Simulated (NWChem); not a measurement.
System: hydrogen cyanide (CHN); SMILES C#N

Program: NWChem. Each level has its own optimisation; frequencies are unscaled.

| level | r C–N (Å) | r C–H (Å) | highest harmonic frequency (cm⁻¹) | lowest (cm⁻¹) | zero-point energy (kcal/mol) | dipole (D) |
|---|---|---|---|---|---|---|
| B3LYP/3-21G | 1.161 | 1.064 | 3497 | 900 | 10.7 | 2.72 |
| B3LYP/def2-TZVP | 1.146 | 1.067 | 3447 | 767 | 10.3 | 3.03 |
| LDA (Slater exchange, VWN5)/def2-SVP | 1.161 | 1.090 | 3372 | 739 | 10.0 | 2.82 |
| PBE0-D3(BJ)/def2-TZVP | 1.146 | 1.069 | 3458 | 776 | 10.3 | 3.03 |
